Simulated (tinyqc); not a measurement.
Inside a calculation. Method: Hueckel theory of the pi electrons, for the molecule c1cc[nH]c1 (SMILES; centres numbered as the heavy atoms are written). Computed by tinyqc, a small Python program that keeps every step. Settings: charge = 0. Command: `OMP_NUM_THREADS=1 python tinyqc.py 27573 27574 out.jsonl` (the two numbers bound the seeds that draw the settings). One thread of a shared host (Intel(R) Xeon(R) Processor @ 2.60GHz), about 0.01 s of CPU time with the checks.

## The Hueckel matrix

Centres:
```
centre,"z_r, pi electrons of the neutral centre",h
1C,1,0.0000
2C,1,0.0000
3C,1,0.0000
4N,2,1.5000
5C,1,0.0000
```

Bonds:
```
i,j,k
1,2,1
2,3,1
3,4,0.8000
4,5,0.8000
5,1,1
```

H_rr = alpha + h_r beta, H_rs = k_rs beta for bonded centres.

Hueckel matrix in units of beta (H = alpha + beta A), lower triangle:
```
,1C,2C,3C,4N,5C
1C,0.0000
2C,1.0000,0.0000
3C,0.0000,1.0000,0.0000
4N,0.0000,0.0000,0.8000,1.5000
5C,1.0000,0.0000,0.0000,0.8000,0.0000
```

## Orbitals

pi electrons, sum of z_r less the charge = 6

Diagonalise; E = alpha + x beta with beta < 0, so the largest x are filled first; degenerate levels share their electrons. P = sum n_i c_ri c_si; each orbital has its largest coefficient positive (the first on a tie).

x values: 2.3196  1.1887  0.6180  -1.0083  -1.6180

occupations: 2.0000  2.0000  2.0000  0.0000  0.0000

coefficients:
```
,MO1,MO2,MO3,MO4,MO5
1C,0.2873,0.5763,-0.3717,-0.2923,0.6015
2C,0.2873,0.5763,0.3717,-0.2923,-0.6015
3C,0.3791,0.1087,0.6015,0.5869,0.3717
4N,0.7400,-0.5588,0.0000,-0.3744,0.0000
5C,0.3791,0.1087,-0.6015,0.5869,-0.3717
```

charge and bond-order matrix P, lower triangle:
```
,1C,2C,3C,4N,5C
1C,1.1056
2C,0.5528,1.1056
3C,-0.1041,0.7903,1.0346
4N,-0.2188,-0.2188,0.4395,1.7196
5C,0.7903,-0.1041,-0.4126,0.4395,1.0346
```

## Energy, charges, bond orders

E = sum n x; q_r = z_r - P_rr; bond order p = P_rs; free valence = sqrt(3) - sum of p over the bonds of the atom.

pi energy = 6 alpha + this times beta = 8.2526

pi charges: 1C -0.1056, 2C -0.1056, 3C -0.0346, 4N 0.2804, 5C -0.0346

Bond orders and lengths from R = 1.517 - 0.180 p (angstrom, C-C alone):
```
bond,p,R
1-2,0.5528,1.4175
2-3,0.7903,1.3747
3-4,0.4395,-
4-5,0.4395,-
5-1,0.7903,1.3747
```

free valence of the carbons: 1C 0.3890, 2C 0.3890, 3C 0.5023, 5C 0.5023

gap between the highest filled and the next level = 1.6263 |beta|
